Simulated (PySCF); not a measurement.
Cl, charge +2, quartet (a state made from the parent by changing its charge; the spin is typed, not shown lowest); PySCF with SVWN5/def2-TZVP.

The PySCF input:
```python
from pyscf import gto, scf, dft

mol = gto.Mole()
mol.atom = '''
    Cl    0.00000000    0.00000000    0.00000000
'''
mol.basis = 'def2-tzvp'
mol.charge = 2
mol.spin = 3
mol.verbose = 4
mol.build()

mf = dft.ROKS(mol)
mf.xc = 'lda,vwn'
mf.kernel()
```

The log (banner, timings and long lists left out):

```
PySCF version 2.14.0

[INPUT] verbose = 4
[INPUT] num. atoms = 1
[INPUT] num. electrons = 15
[INPUT] charge = 2
[INPUT] spin (= nelec alpha-beta = 2S) = 3
[INPUT] symmetry False subgroup None
[INPUT] Mole.unit = angstrom
[INPUT] Symbol           X                Y                Z      unit          X                Y                Z       unit  Magmom
[INPUT]  1 Cl     0.000000000000   0.000000000000   0.000000000000 AA    0.000000000000   0.000000000000   0.000000000000 Bohr   0.0

nuclear repulsion = 0
number of shells = 13
number of NR pGTOs = 63
number of NR cGTOs = 37
basis = def2-tzvp
ecp = {}

******** <class 'pyscf.dft.roks.ROKS'> ********
method = ROKS
initial guess = minao
damping factor = 0
level_shift factor = 0
DIIS = <class 'pyscf.scf.diis.CDIIS'>
diis_start_cycle = 1
diis_space = 8
diis_damp = 0
SCF conv_tol = 1e-09
SCF conv_tol_grad = None
SCF max_cycles = 50
direct_scf = True
direct_scf_tol = 1e-13
num. doubly occ = 6  num. singly occ = 3
XC library pyscf.dft.libxc version 7.1.2
    S. Lehtola, C. Steigemann, M. J. T. Oliveira, and M. A. L. Marques,  SoftwareX 7, 1–5 (2018)
XC functionals = lda,vwn
    P. A. M. Dirac,  Math. Proc. Cambridge Philos. Soc. 26, 376 (1930)
    F. Bloch,  Z. Phys. 57, 545 (1929)
    S. H. Vosko, L. Wilk, and M. Nusair,  Can. J. Phys. 58, 1200 (1980)
radial grids:
    Treutler-Ahlrichs [JCP 102, 346 (1995); DOI:10.1063/1.469408] (M4) radial grids

becke partition: Becke, JCP 88, 2547 (1988); DOI:10.1063/1.454033
pruning grids: <function nwchem_prune>
grids dens level: 3
symmetrized grids: False
atomic radii adjust function: <function treutler_atomic_radii_adjust>
small_rho_cutoff = 0
Set gradient conv threshold to 3.16228e-05
tot grids = 18880
init E= -458.612598353554
  HOMO = -0.328440927810333  LUMO = 0.292412417233204  gap/eV = 16.89428
cycle= 1 E= -457.148279815496  delta_E= 1.46  |g|= 0.597  |ddm|= 0.831
  HOMO = -1.29977981933356  LUMO = -0.579547073064665  gap/eV = 19.59853
cycle= 2 E= -457.26388468473  delta_E= -0.116  |g|= 0.393  |ddm|= 0.984
  HOMO = -1.17869090658256  LUMO = -0.482240885238838  gap/eV = 18.95137
cycle= 3 E= -457.283153378  delta_E= -0.0193  |g|= 0.0342  |ddm|= 0.248
  HOMO = -1.15130700505477  LUMO = -0.459205690163431  gap/eV = 18.83304
cycle= 4 E= -457.283565085524  delta_E= -0.000412  |g|= 0.000897  |ddm|= 0.0484
  HOMO = -1.15073926354348  LUMO = -0.458697301446999  gap/eV = 18.83142
cycle= 5 E= -457.283565163937  delta_E= -7.84e-08  |g|= 2.82e-05  |ddm|= 0.000327
  HOMO = -1.15072138949076  LUMO = -0.458682861075948  gap/eV = 18.83133
cycle= 6 E= -457.28356516399  delta_E= -5.3e-11  |g|= 6.91e-07  |ddm|= 2.11e-05
  HOMO = -1.1507208042619  LUMO = -0.458682405977869  gap/eV = 18.83132
Extra cycle  E= -457.283565163991  delta_E= -3.41e-13  |g|= 4.19e-07  |ddm|= 1.11e-06
converged SCF energy = -457.283565163991
```
